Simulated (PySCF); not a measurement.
HO, SMILES [OH] (connectivity only; charge and spin as stated), charge -1, multiplicity 1. Coordinates come from a r2SCAN-D4/def2-TZVPD optimisation. The spin state was assumed, not searched.

Level of theory: r2SCAN-D4/def2-TZVPD in PySCF.

Harmonic wavenumbers (cm⁻¹): 3737. Rotational constants (GHz): 569.6 (linear); symmetry number 1.

Problem. Work out the zero-point energy and the ideal-gas rigid-rotor harmonic-oscillator thermochemistry at 298.15 K and 1 atm.

Solution. ZPE = ½ Σ hcν = ½ × 3737 cm⁻¹ = 22.35 kJ/mol. H − E(el) = 31.03 kJ/mol. Entropy in J/(mol K): translation 144.09, rotation 28.18, vibration 0.00, total 172.27. G − E(el) = -20.34 kJ/mol. Cp = 29.10 J/(mol K).
